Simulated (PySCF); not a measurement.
A search over the determinants of P2

Unrestricted PBE0; PySCF, no relativity, basis sets P aug-cc-pV(D+d)Z. Outer shells of the fragments: P 3s2 3p3; P 3s2 3p3.

Followed along the bond (rough minima from three points):

| 2Ms+1 | unpaired | ⟨S²⟩ at the start | R at minimum (Å) | Te (eV) |
| --- | --- | --- | --- | --- |
| 1 | none | 0.20 | 1.89 | 0.00 |
| 3 | π ↑↑ | 2.01 | 2.07 | 2.32 |
| 5 | π ↑↑↑↑ | 6.02 | none in the scan | ≤ 3.40 |

Solutions found at the starting distance of 2.130 Å, counted from the lowest of them; the search is not exhaustive and high or unbound solutions are not listed, so other states can lie among these:

```tsv
2Ms+1	unpaired	term	E (eV)	⟨S²⟩	⟨Lz²⟩
1	none	¹Σ⁺	0.00	0.20	0.00
3	π ↑↑	mixed	1.56	2.01	2.02
3	π ↑↑	mixed	2.20	2.01	2.01
1	π ↑↓	mixed	2.35	1.01	2.02
3	σ ↑, π ↑	³Π	2.81	2.02	1.01
5	π ↑↑↑↑	⁵Σ⁺	2.90	6.02	0.00
1	σ ↓, π ↑	mixed	3.11	1.02	1.01
1	π ↑↑↓↓	mixed	3.65	2.03	4.05
5	σ ↑, π ↑↑↑	⁵Π	3.95	6.01	1.01
3	σ ↑, π ↑↑↓	mixed	4.62	3.02	3.03
1	σ ↓, π ↑↑↓	mixed	4.78	2.04	3.03
3	σ ↑, π ↑	³Π	5.70	2.00	1.01
3	σ ↑↑	³Σ⁺	6.12	2.28	0.00
5	σ ↑, π ↑↑↑	⁵Π	7.00	6.01	1.01
```

A term symbol is given only where ⟨S²⟩ and ⟨Lz²⟩ are close to those of a pure state; real π, δ and φ orbitals otherwise mix terms, and g/u labels are left off.

Task: Compare the gap between the two lowest followed solutions at the starting distance with the gap between their minima.

Result: At PBE0 the second solution (triplet, unpaired electrons π ↑↑) lies +1.56 eV from the first (singlet, closed shell) at 2.130 Å and +2.32 eV at the minima; the two curves relax by different amounts, since their minima lie near 2.07 and 1.89 Å.

The measured ground state is X ¹Σg+ (Huber and Herzberg, Constants of Diatomic Molecules (1979)).

Counting both spins, an empty level lies below a filled one in some of these solutions, because spin and occupation are held.
